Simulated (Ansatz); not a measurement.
Geometry optimisation, RKS PBE/cc-pVDZ in Ansatz 0.2.0.

input.yaml

```yaml
crystal:
  periodic: [false, false, false]
  atoms:
    - { symbol: O, position_ang: [-1.2961, 0.51315, -0.32601] }
    - { symbol: C, position_ang: [-6.0e-05, 0.55962, -0.1907] }
    - { symbol: O, position_ang: [0.44109, -0.67728, 0.77586] }
    - { symbol: H, position_ang: [-1.64047, -0.01609, -1.06458] }
    - { symbol: H, position_ang: [0.62402, 0.42683, -1.08161] }
    - { symbol: H, position_ang: [-1.48198, 1.15026, 0.40859] }
    - { symbol: H, position_ang: [1.38807, -0.65274, 1.01758] }
    - { symbol: H, position_ang: [0.18349, -1.55685, 0.43137] }
total_charge: 1
basis:
  gaussian: { orbitals: cc-pVDZ }
hamiltonian:
  xc: pbe
relax:
  f_tol: 0.02
  max_steps: 50
output:
  orbitals: {}
```

Launched with:

```bash
$ ansatz run input.yaml --threads 1 --pin off --max-ram 2048MiB --backend cpu --events-out ev --progress --plain --runs-dir out
```

Problem. Where does it end, and by what steps?

Solution. It converged. Limits of this set-up: the dipole of an ion depends on the origin. After 8 steps the energy has fallen by 1.619 eV; H8 moved furthest, 0.78 Å.

```tsv
step	energy less start (eV)	largest force component (eV/Å)	accepted
0	0.0000	6.697	yes
1	-0.7230	3.638	yes
2	-1.1887	1.220	yes
3	-1.5221	1.182	yes
4	-1.5904	0.644	yes
5	-1.6118	0.237	yes
6	-1.6160	0.132	yes
7	-1.6190	0.032	yes
8	-1.6191	0.015	yes
```

```xyz
8
Properties=species:S:1:pos:R:3
O -1.364 0.476 -0.143
C 0.241 0.499 -0.201
O 0.478 -0.839 0.657
H -1.844 0.389 -1.005
H 0.368 0.053 -1.223
H -1.630 1.334 0.264
H 1.041 -0.572 1.421
H 0.927 -1.593 0.200
```

Time of the run: 12 s on 1 thread of Arm Neoverse V2 (shared host), peak memory 0.23 GiB.
